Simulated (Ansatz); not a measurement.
A run of Ansatz (development build ahead of 0.2.0) on singlet C2H6 at this shape:

```yaml
atoms:
  - { symbol: C, position_ang: [0.0000, 0.0000, 0.7372] }
  - { symbol: C, position_ang: [0.0000, 0.0000, -0.7372] }
  - { symbol: H, position_ang: [0.0000, 1.0190, 1.1322] }
  - { symbol: H, position_ang: [-0.8824, -0.5095, 1.1322] }
  - { symbol: H, position_ang: [0.8824, -0.5095, 1.1322] }
  - { symbol: H, position_ang: [0.0000, -1.0190, -1.1322] }
  - { symbol: H, position_ang: [-0.8824, 0.5095, -1.1322] }
  - { symbol: H, position_ang: [0.8824, 0.5095, -1.1322] }
```

Its results:

```
Converged                                                          : yes
Reference energy                                                   : -79.25826 hartree
Correlation energy                                                 : -0.37017 hartree
Total energy                                                       : -79.62843 hartree
Spin squared of the determinant                                    : 0.000
Stability test                                                     : minimum among restricted orbitals
Occupied orbitals by symmetry in an Abelian subgroup (alpha; beta) : 4 Ag 1 Au 1 Bg 3 Bu; 4 Ag 1 Au 1 Bg 3 Bu
```

Forces (eV/Å):
| atom | Fx | Fy | Fz |
| --- | --- | --- | --- |
| C1 | 0.000 | 0.000 | 1.517 |
| C2 | 0.000 | 0.000 | -1.517 |
| H3 | 0.000 | -0.151 | 0.037 |
| H4 | 0.131 | 0.076 | 0.037 |
| H5 | -0.131 | 0.076 | 0.037 |
| H6 | 0.000 | 0.151 | -0.037 |
| H7 | 0.131 | -0.076 | -0.037 |
| H8 | -0.131 | -0.076 | -0.037 |

Task: Which input gives this output? Name the method, the orbitals and the basis set, and write the input.

Result: RHF-MP2 in cc-pVTZ. An unrestricted run that stays on the closed shell gives the same numbers.

```yaml
crystal:
  periodic: [false, false, false]
  atoms:
    - { symbol: C, position_ang: [0.0, 0.0, 0.73721] }
    - { symbol: C, position_ang: [0.0, 0.0, -0.73721] }
    - { symbol: H, position_ang: [0.0, 1.01896, 1.13223] }
    - { symbol: H, position_ang: [-0.88244, -0.50948, 1.13223] }
    - { symbol: H, position_ang: [0.88244, -0.50948, 1.13223] }
    - { symbol: H, position_ang: [0.0, -1.01896, -1.13223] }
    - { symbol: H, position_ang: [-0.88244, 0.50948, -1.13223] }
    - { symbol: H, position_ang: [0.88244, 0.50948, -1.13223] }
basis:
  gaussian: { orbitals: cc-pVTZ }
hamiltonian:
  xc: hf
correlation:
  method: mp2
  frozen_orbitals: { C: 1, H: 0 }
output:
  forces: true
```
